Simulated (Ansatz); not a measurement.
Born–Oppenheimer molecular dynamics of CH3BN (6 atoms, charge -1, multiplicity 1). It starts from a relaxed structure.

The calculation used RKS revPBE/6-31G* (Ansatz 0.2.0).

| Property | Result |
| --- | --- |
| ensemble | NVT, Nosé–Hoover chain |
| time step | 1 fs |
| steps asked | 250 |
| set temperature | 1000 K |
| thermostat | time constant 50 fs, chain length 5 |
| seed | 984288 |

First frame:

```xyz
6
Properties=species:S:1:pos:R:3
B -0.622 0.123 -0.242
C 0.869 -0.101 0.150
N 0.113 -0.436 1.133
H -1.226 -0.699 -0.952
H -1.130 1.258 -0.206
H 1.995 -0.144 0.117
```

Question: How far do the bonds stretch over the last three quarters of this one trajectory? (Pairs bonded in most of those frames.)

Answer: 
```tsv
bond	mean (Å)	spread (Å)	shortest	longest
B1–C2	1.582	0.069	1.46	1.71
B1–N3	1.658	0.060	1.54	1.78
B1–H4	1.252	0.045	1.17	1.35
B1–H5	1.250	0.030	1.19	1.31
C2–N3	1.298	0.051	1.21	1.38
C2–H6	1.154	0.075	1.01	1.32
```

Mean temperature of the second half: 1063 K. The conserved energy stayed within 4.1 meV per atom of its start (net change 1.8 meV per atom), so the integration is sound. A run of 0.25 ps of so small a system gives no equilibrium averages. Limits of this set-up: an anion without diffuse functions, the dipole of an ion depends on the origin.

The run took 2.2 min on 1 thread of Arm Neoverse V2, on a shared host, peak memory 0.075 GiB.
